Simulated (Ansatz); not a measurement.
Input file:

```yaml
crystal:
  periodic: [false, false, false]
  atoms:
    - {symbol: B, position_ang: [0.000000, 0.000000, 0.000000]}
    - {symbol: As, position_ang: [0.000000, 0.000000, 1.967500]}
basis:
  gaussian: {orbitals: cc-pVDZ}
total_charge: 1
magnetization: {spin_polarized: false, initial_magnetization: 3}
correlation: {method: ccsdt, electrons: outside_noble_gas}
```

```sh
$ ansatz run in.yaml --threads 1 --pin off --events-out ev --progress --plain --max-ram 2393MiB
```

Log:

```
766 factors; integrals over basis functions are off by at most 9.5e-8 eV
mean field evaluation 1: about -61454.9786 eV, gradient 5.8e0 eV
mean field evaluation 2: about -61455.0699 eV, gradient 6.0e0 eV
mean field evaluation 4: about -61455.6290 eV, gradient 1.7e0 eV
mean field evaluation 8: about -61455.7223 eV, gradient 3.2e-1 eV
mean field evaluation 16: about -61455.7251 eV, gradient 3.6e-5 eV
mean field evaluation 32: about -61452.2159 eV, gradient 1.8e0 eV
mean field evaluation 64: about -61452.2509 eV, gradient 2.0e0 eV
mean field evaluation 96: about -61452.5518 eV, gradient 4.2e-1 eV
mean field -61455.72513122 eV, -2258.4562423855 hartree, gradient 2.0e-6 eV, S^2 3.750000; 2 other end points of the search recorded, 0 dependent functions left out
determinant -61455.72513122 eV, -2258.4562423855 hartree, with singles and doubles -61459.33183272 eV, -2258.5887862212 hartree
determinant -61452.55377776 eV, -2258.3396972958 hartree, with singles and doubles -61455.62862053 eV, -2258.4526956834 hartree
determinant -61452.31226917 eV, -2258.3308220188 hartree, with singles and doubles -61456.13336501 eV, -2258.4712447007 hartree
15 core orbitals not correlated: weight in the atoms' cores, before any rotation towards them, 1.000 or more for the frozen orbitals, at most 0.000 for the correlated occupied ones
reference -61455.72513122 eV, -2258.4562423855 hartree; 5, 2 occupied and 21, 24 virtual orbitals, 766 factors
second order -2.78228863 eV of doubles, -0.05975717 eV of singles
cycle   1  -3.31680413 eV  change   -4.7e-1 eV  update   8.7e-2
cycle   2  -3.61318588 eV  change   -3.0e-1 eV  update   4.5e-2
cycle   3  -3.79098479 eV  change   -1.8e-1 eV  update   3.2e-2
cycle   4  -3.79780072 eV  change   -6.8e-3 eV  update   1.3e-2
cycle   5  -3.80678430 eV  change   -9.0e-3 eV  update   7.1e-3
cycle   6  -3.81301914 eV  change   -6.2e-3 eV  update   3.5e-3
cycle   7  -3.81087635 eV  change    2.1e-3 eV  update   1.7e-3
cycle   8  -3.81362037 eV  change   -2.7e-3 eV  update   8.4e-4
cycle   9  -3.81386889 eV  change   -2.5e-4 eV  update   2.6e-4
cycle  10  -3.81349189 eV  change    3.8e-4 eV  update   1.1e-4
cycle  11  -3.81356159 eV  change   -7.0e-5 eV  update   5.0e-5
cycle  12  -3.81359223 eV  change   -3.1e-5 eV  update   2.1e-5
cycle  13  -3.81361057 eV  change   -1.8e-5 eV  update   7.8e-6
cycle  14  -3.81361091 eV  change   -3.5e-7 eV  update   3.0e-6
cycle  15  -3.81360552 eV  change    5.4e-6 eV  update   1.3e-6
cycle  16  -3.81360545 eV  change    6.5e-8 eV  update   4.6e-7
Total energy: -61459.53873667 eV, -2258.5963898010 hartree
```

Ran on 1 thread of Arm Neoverse V1, shared host: 3.2 s wall, 0.11 GiB peak host memory.
